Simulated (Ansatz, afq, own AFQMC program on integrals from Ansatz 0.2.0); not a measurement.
Two steps: Ansatz 0.2.0 writes the Fock matrix and Cholesky factors of the valence space, and afq projects on them the lowest state that overlaps trial and start.

```yaml
crystal:
  periodic: [false, false, false]
  atoms:
    - {symbol: Br, position_ang: [-0.497235, 0.000000, 0.000000]}
    - {symbol: H, position_ang: [1.394765, 0.000000, 0.000000]}
    - {symbol: C, position_ang: [2.672765, 0.000000, 0.000000]}
    - {symbol: H, position_ang: [3.087233, 0.000000, 0.996161]}
    - {symbol: H, position_ang: [3.087233, 0.000000, -0.996161]}
basis:
  gaussian: {orbitals: cc-pVTZ}
magnetization: {spin_polarized: true, initial_magnetization: 2}
correlation: {method: ccsd_t, electrons: outside_noble_gas, hamiltonian_folder: ham}
```

```sh
$ ansatz run in.yaml --threads 1 --pin off --events-out ev --progress --plain --max-ram 24576MiB --backend cuda --devices 0, --max-vram 18GiB
```

afq runs on the folder ham with

```
--method phaseless --trial cisd --walkers 900 --populations 20 --least-time 60 --time-step 0.005 --steps-per-block 50 --equilibration-blocks 28 --max-blocks 4000 --target-error 0.00022 --factor-cut 1e-05 --start spin_pure --seed 6779 --release-times 0.24,0.51,0.99,1.62,2.4 --release-step 0.03 --release-every 3 --taylor-order 6
```

Times are imaginary, in 1/Eh. The walk had a cap of 236 s. With eight or more populations the least sampling time is a fifth of least-time, and the error comes from their spread. Filled inner d shells are frozen with the cores.

afq prints:

```
orbitals 100  electrons 8 6  factors 616 of 677
reference energy -2611.98755946 Eh
CCSD correlation -0.34289217 Eh in 11 cycles, weight of the determinant in the CISD state 0.8673
energy of the start -2612.327405 Eh
 block  time / (1/Eh)  mean weight  energy / Eh
     1     0.250  0.9991  -2612.323947
     2     0.500  0.9998  -2612.328414
     3     0.750  1.0000  -2612.332517
     4     1.000  1.0005  -2612.336056
     5     1.250  0.9996  -2612.338326
    10     2.500  1.0000  -2612.344085
    25     6.250  0.9994  -2612.345561
    40    10.000  1.0003  -2612.341004
    55    13.750  0.9991  -2612.342034
    70    17.500  0.9991  -2612.343190
    79    19.750  1.0008  -2612.340309
    85    21.250  1.0006  -2612.344095
   100    25.000  1.0003  -2612.343353
   115    28.750  0.9996  -2612.342996
   130    32.500  0.9993  -2612.341655
   145    36.250  0.9994  -2612.342212
   148    37.000  1.0012  -2612.344448
error from the spread of 20 populations
released: time / (1/Eh)  energy / Eh  error  mean overlap
  0.24  -2612.343076  0.000196  0.9969
  0.51  -2612.343226  0.000174  0.9977
  0.99  -2612.343290  0.000175  0.9939
  1.62  -2612.343617  0.000196  0.9831
  2.40  -2612.343554  0.000418  0.9662
energy -2612.342700 +/- 0.000208 Eh
(rows thinned)
```

The run passed its tests (sampling time, drift between the halves within three errors, error under three times the target), which doesn't prove that it has relaxed.

Against this walk (error 5.7 meV) on the same determinant: CCSD(T) 23.0 meV higher. The error is statistical and leaves out the bias of the constraint. None of these is a sure reference here. The released energies are still falling (meV from the phaseless value at times in 1/Eh: -10 ± 5 at 0.24, -14 ± 5 at 0.51, -16 ± 5 at 0.99, -25 ± 5 at 1.62, -23 ± 11 at 2.40), so they give no level; they do show a bias of the constraint, and the last of them that isn't too noisy lies 48 meV below CCSD(T).

Cautions: constraint bias not in the error; no relativity below Rb; no spin-orbit coupling; inner d shell frozen; lower spins were not checked; unrestricted determinant slightly spin contaminated (⟨S²⟩ 2.06 against 2.00).

The walk took 3.7 min on 1 × NVIDIA H100 80GB HBM3 with 2 threads of AMD EPYC 7R13 Processor (Zen 3), on a shared host (the card was shared). The log's last line is the phaseless energy.

A walk keeps the symmetry of its determinant, which the program's search chose and which needn't be the lowest solution, so a lower state of the same spin and another symmetry isn't excluded.
